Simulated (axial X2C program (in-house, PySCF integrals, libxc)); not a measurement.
**Worked dissociation energy of BN⁺: HF, without spin–orbit coupling**

Computed with an in-house relativistic program for diatomic molecules. Spin-free means the one-electron spin-free X2C Hamiltonian. Basis: N dyall-av3z [7s7p3d2f], B dyall-v3z [7s6p2d1f] (cores contracted in-house); Gaussian nuclei, density fitting, unrestricted open shells. Masses: N 14.003 u, B 11.009 u.

Molecular state: M_S = 3/2, Λ = 0 (beyond evenly filled blocks: σα, π+α, π-α).

- E(N) (2M_S = 3, M_L = 0): -54.433783 hartree
- E(B+) (2M_S = 0, M_L = 0): -24.244392 hartree
- E(BN⁺) at Re: -78.709088 hartree
- ωe: 1221.1 cm⁻¹
- ωexe: 32.3 cm⁻¹

Q: Work out De and D0.

A: De = -54.433783 + (-24.244392) − (-78.709088) = 0.03091 hartree = 0.841 eV. The zero-point energy is ωe/2 − ωexe/4 = 602 cm⁻¹ = 0.075 eV, so D0 = 0.766 eV.

Occupations by symmetry block were frozen at the best pattern of an incomplete PBE0 search. De is counted from the lowest determinant-based energies of the atoms at the same level, without counterpoise correction. Other states lie close and PBE0, whose exact exchange favours high spin, may order them wrongly; the determinant shown need not be the ground state. The nearest other spin-free determinant of the search, M_S = 1/2, Λ = 0, lies 0.32 eV up at the distance of the search.

Hartree–Fock lacks correlation and underbinds, often by eV.

Each atomic determinant is the lowest at this level and need not be a pure term. Totals compare only within one Hamiltonian and basis.
